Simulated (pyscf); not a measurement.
PySCF, gas phase, ωB97X-D3(BJ)/def2-SVP geometries. MP2 and CC: frozen core, UHF for open shells. ΔMP2 is the change of the MP2 total energy from the triple- to the quadruple-zeta basis.

Problem. For the elementary gas-phase step H₃Si–AlH–PH₂ (SMILES [SiH3][AlH][PH2]) -> HAl=PH (SMILES [AlH]=[PH]) + SiH₄ (SMILES [SiH4]) (singlet surface; H–P, Al–Si broken, H–Si formed), what barrier and reaction energy does CCSD(T)/def2-TZVPP + ΔMP2(QZVPP) give, measured from the reactant's lowest minimum found?

Solution. ΔE‡ = 2.23 eV, ΔE = +1.50 eV. Zero-point energy shifts the barrier by -0.05 eV. It is an elimination, with an imaginary mode of 1069i cm⁻¹. On the product side the descent ends in a complex, 0.25 eV under the separated species and 0.97 eV under the saddle at ωB97X-D3(BJ)/def2-TZVP. At the saddle there is also a short Al–H contact that neither side keeps. At ωB97X-D3(BJ) the barrier from the zero used here is 2.49 eV. HAl=PH lies 0.56 eV over its isomer Al–PH₂ [singlet] (electronic energy, ωB97M-D3(BJ)). One saddle was located; it need not be the lowest between these sides. The CCSD(T) − MP2 part came from Ansatz, without density fitting, on the same reference.
